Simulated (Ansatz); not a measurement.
# AlO2+ (quintet): the correlation ladder, def2-TZVPP

One table from this session's results is given with a row withheld; the runs are named, their logs left out.

Computed with Ansatz 0.2.0, Gaussian basis. Level: def2-TZVPP, core rule «outside noble gas», up to 7 orbitals frozen.

The runs, in order: UHF; ROHF; CCSD(T) on UHF.

## What is computed

The geometry is a PBE0/def2-TZVP stationary point (not a proven minimum) of the parent state, kept for this charge and spin.

3 atoms, charge 1, spin multiplicity 5.

Atoms are counted from 1 here; the program's logs count them from 0.

Bond lengths: O1–Al2 1.782 Å, Al2–O3 1.782 Å. Angles: O1–Al2–O3 180.0°.

Set-up of the first run:

The input, in.yaml:

```yaml
crystal:
  periodic: [false, false, false]
  atoms:
    - {symbol: O, position_ang: [0.000000, 0.000000, 1.781800]}
    - {symbol: Al, position_ang: [0.000000, 0.000000, 0.000000]}
    - {symbol: O, position_ang: [0.000000, 0.000000, -1.781800]}
basis:
  gaussian: {orbitals: def2-TZVPP}
total_charge: 1
magnetization: {spin_polarized: true, initial_magnetization: 4}
hamiltonian: {xc: hf}
output: {orbitals: {seedname: orbitals}}
```

Launch:

```console
$ ansatz run in.yaml --threads 1 --pin off --events-out ev --progress --plain --max-ram 4096MiB --backend cpu
```

Among the steps run: UHF; ROHF; CCSD(T) on UHF.

One table of the session follows, with a row left open; its other results are not shown here.

It belongs to the step «Misses and costs». 

```
  method  from UCCSD(T) (meV)
    ROHF             +11508.1
     UHF             +11137.0
    UMP2              +1237.3
   UCCSD                    ?
UCCSD(T)                    0
```

Estimate the missing values for UCCSD.

The run gave: from UCCSD(T) (meV): +359.2. In the column «from UCCSD(T) (meV)» it lies between UCCSD(T) (0) and UMP2 (+1237.3).
